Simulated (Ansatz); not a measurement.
**How far a parabola holds: energy against volume of rock-salt LiBr**

Rock-salt LiBr, treated with LDA (plane waves, PAW; Ansatz, an electronic-structure program). Numerical settings: plane-wave cutoff 520 eV, 10×10×10 k mesh, Fermi–Dirac smearing 0.01 eV, scalar-relativistic PAW data made under PBE. The cell has no free parameter but its volume, all volumes share cutoff and mesh, and the runs aren't spin-polarised. Energies are free energies at the run's smearing, counted from the lowest row; static lattice.

```
V (Å³/atom)  E (meV/atom)
-----------  ------------
17.593                  ?
17.968               3.35
18.342               0.81
18.716               0.00
19.090               0.75
19.465               2.90
```

Task: Fit E against V with a parabola, and predict the withheld value at V = 17.593.

Result: With u = V - 18.7, the rows have u = -0.7320, -0.3580, 0.0160, 0.3900, 0.7650. Least squares gives E = 0.005 - 0.4395·u + 5.5781·u². Residuals (row less fit): 0.034, -0.067, 0.001, 0.068, -0.033; standard error 0.076 (degrees of freedom: 2). The fitted curve has its minimum at V = 18.7, where E = 0.00. Its curvature is d²E/dV² = 2 × 5.5781 meV/Å⁶, so B = V0·d²E/dV² × 0.1602 = 33.5 GPa. At the withheld row, u = -1.1070, so E = 0.005 - 0.4395 × (-1.1070) + 5.5781 × (-1.1070)² = 7.327 meV/atom. The calculation gives 7.83 meV/atom, 0.503 meV/atom above the prediction (6.4 % of the range of E in the table). The row lies outside the fitted rows, so this is an extrapolation. From the scatter of the fitted rows alone, a prediction at this place has a standard error of 0.179 meV/atom, so the miss is 2.8 times that.

The residuals are curvature that a parabola lacks, not noise. A solid that stiffens under compression and softens on expansion lies above the parabola at the compressed end and under it at the expanded end, as this row does. A third-order Birch-Murnaghan fit to the whole scan has B0 = 33.3 GPa. Only scans are tabulated whose curvature falls smoothly with volume, and where the parabola meets the shown rows within 5 % of their range and misses the end by 0.1 meV or more.

Measured, for comparison: bulk modulus 26.3 GPa (4 K, not corrected to a static lattice; as tabulated in Doll and Stoll (1998), arXiv:cond-mat/9801031). Computed less measured: bulk modulus +27 %.
